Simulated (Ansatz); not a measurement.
A made-up structure of CH3LiN (charge +1), closed shell:

```xyz
6
angstrom
Li -2.1974 -0.2989 -0.9405
C -0.3622 -0.4018 -0.0030
N 0.6110 0.4344 0.1100
H 0.7439 -0.4157 -0.4376
H 0.5736 1.3574 -0.3060
H 1.4715 0.2363 0.6142
```

It is relaxed with PBE-D4/def2-SVP and then PBE0-D4/def2-TZVP (Ansatz 0.2.0). Atoms count as bonded within 1.22 times the sum of their covalent radii (H–H: 0.88 Å). The end point is not checked to be a true minimum.

(1) Does its bonding change? (Judge from chemistry; the calculation decides.)

Results:

(1) By the calculation: Yes. Formed: none; broken: N3–H4.

Where it ends: The first stage lowers the energy by 5.78 eV in 13 steps. It ends as CH₃LiN ([Li][CH][NH2]), total charge +1:
```xyz
6
angstrom
Li -2.1021 -0.2917 -0.9213
C -0.1334 -0.2928 -0.3027
N 0.6677 0.6454 0.0678
H 0.3998 -1.2520 -0.2565
H 0.3767 1.6153 0.0991
H 1.6316 0.4875 0.3506
```

Labels in which every atom is bracketed show which atoms are joined, not bond orders.

For scale, one of the runs: PBE0-D4/def2-TZVP relaxation, 94 basis functions, launched by `ansatz run in.yaml --threads 2 --pin off --events-out ev --progress --plain --max-ram 4352MiB`. The run took about 3.6 s on 2 CPU threads of an AMD EPYC 9R45 (shared host).
